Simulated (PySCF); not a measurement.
## Heteronuclear NMR

Cartesian coordinates in Å; atom numbers follow the order of the lines, from 1:
```xyz
10

O     1.8004   -0.0510   -0.0142
C     0.5184   -0.0210    0.5286
C    -0.5623    0.8231   -0.0606
C    -0.6353   -0.6849   -0.1382
H     1.7455   -0.3567   -0.9225
H     0.5717   -0.0773    1.6094
H    -0.3282    1.3507   -0.9776
H    -1.2407    1.3460    0.6019
H    -0.4574   -1.1340   -1.1099
H    -1.3637   -1.2137    0.4636
```

Computational details: spin–spin couplings from B3LYP/pcJ-2, structure optimised with PBE0-D3(BJ)/def2-TZVP, σ from GIAO-B97-2/pcSseg-2, in PySCF (non-relativistic, no solvent model, single conformer, one averaged value for each set of equivalent atoms).

**Question.** What are the ¹⁷O shifts?

**Answer.** 
```json
{"atoms": "O1", "environment": "alcohol oxygen", "σ (ppm)": "286.2", "δ (ppm)": "3.0"}
```

Shieldings were converted by a linear fit to measured shifts: ¹⁷O: δ = 274.03 − 0.947σ (rms 12.2 ppm, 99 shifts vs liquid water, solution or neat liquid). Occasional misses reach two or three times the rms, and more in compound classes unlike the fitted ones. Couplings are scaled by factors fitted to measured values: ³J(H,H) × 0.89 (rms 0.5 Hz), ²J(H,H) × 0.91 (rms 0.8 Hz); all others are unscaled and can be 10–30 % off.

Couplings (the largest are listed; each averaged over equivalent pairs; quadrupolar broadening usually hides them): ¹J(O1,C2) = 25.1 Hz, ²J(O1,H6) = -19.0 Hz, ³J(O1,H7) = -2.5 Hz.

On a 600 MHz spectrometer ¹⁷O resonates near 81.3 MHz, so 1 ppm is 81.3 Hz.
